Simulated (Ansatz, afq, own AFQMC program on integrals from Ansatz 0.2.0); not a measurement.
Integrals from Ansatz 0.2.0, then the random walk in our own AFQMC program (afq).

```yaml
crystal:
  periodic: [false, false, false]
  atoms:
    - {symbol: N, position_ang: [0.000000, -0.187817, 1.099702]}
    - {symbol: S, position_ang: [0.000000, 0.096160, -0.500007]}
    - {symbol: H, position_ang: [0.000000, 0.740397, 1.531227]}
    - {symbol: H, position_ang: [0.000000, -1.189495, -0.906663]}
basis:
  gaussian: {orbitals: cc-pVDZ}
magnetization: {spin_polarized: true, initial_magnetization: 1}
correlation: {method: ccsd_t, electrons: outside_noble_gas, hamiltonian_folder: ham}
```

```sh
$ ansatz run in.yaml --threads 1 --pin off --events-out ev --progress --plain --max-ram 1843MiB
```

Options of the walk:

```
--method phaseless --trial hf --walkers 120 --populations 1 --least-time 40 --time-step 0.005 --steps-per-block 20 --equilibration-blocks 112 --max-blocks 600 --target-error 0.00129 --factor-cut 1e-05 --start spin_pure --seed 2866 --taylor-order 6
```

Times are imaginary, in 1/Eh. The walk had a cap of 1343 s.

afq prints:

```
orbitals 36  electrons 7 6  factors 280 of 417
reference energy -453.09157310 Eh
CCSD correlation -0.30922806 Eh in 11 cycles, weight of the determinant in the CISD state 0.8668
energy of the start -453.091981 Eh
 block  time / (1/Eh)  mean weight  energy / Eh
     1     0.100  1.0013  -453.162042
     2     0.200  1.0037  -453.209609
     3     0.300  1.0017  -453.261400
     4     0.400  1.0009  -453.283735
     5     0.500  1.0020  -453.309574
     8     0.800  1.0009  -453.334609
    18     1.800  1.0000  -453.402431
    69     6.900  0.9994  -453.411263
   120    12.000  0.9986  -453.424180
   171    17.100  1.0012  -453.423086
   205    20.500  0.9988  -453.369030
   222    22.200  1.0021  -453.391149
   273    27.300  1.0001  -453.419710
   324    32.400  1.0012  -453.424000
   375    37.500  1.0017  -453.401396
   426    42.600  1.0015  -453.437649
   477    47.700  0.9995  -453.394964
   528    52.800  1.0004  -453.428589
   579    57.900  1.0009  -453.420591
   613    61.300  0.9994  -453.464004
   630    63.000  0.9993  -453.409002
   681    68.100  0.9996  -453.420407
   698    69.800  0.9988  -453.383460
blocks merged  error / Eh  count
     1  0.000805  600
     2  0.001052  300
     4  0.001364  150
     8  0.001587  75
    16  0.001803  37
    32  0.001947  18
    64  0.001883  9
energy -453.409816 +/- 0.001947 Eh
(rows thinned)
```

The run passed its tests (sampling time, drift between the halves within three errors, error under three times the target), which doesn't prove that it has relaxed.

Against this walk (error 53.0 meV) on the same determinant: CCSD(T) 7.3 meV higher (within the noise), CCSDT(Q) 38.1 meV lower (within the noise), a separate phaseless walk with a CISD trial and standard settings 5.5 ± 54.2 meV higher (within the noise). The error is statistical and leaves out the bias of the constraint.

Cautions: constraint bias not in the error; error above the target (53.0 against 35.1 meV).

The walk took 4.2 min on 1 thread of Arm Neoverse V2, on a shared host. The log's last line is the phaseless energy.

CCSDT and higher add their correlation energy to the determinant of the CCSD(T) run, since their own runs factorise the integrals more tightly (a shift of under 2 meV). A walk keeps the symmetry of its determinant, which the program's search chose and which needn't be the lowest solution, so a lower state of the same spin and another symmetry isn't excluded.
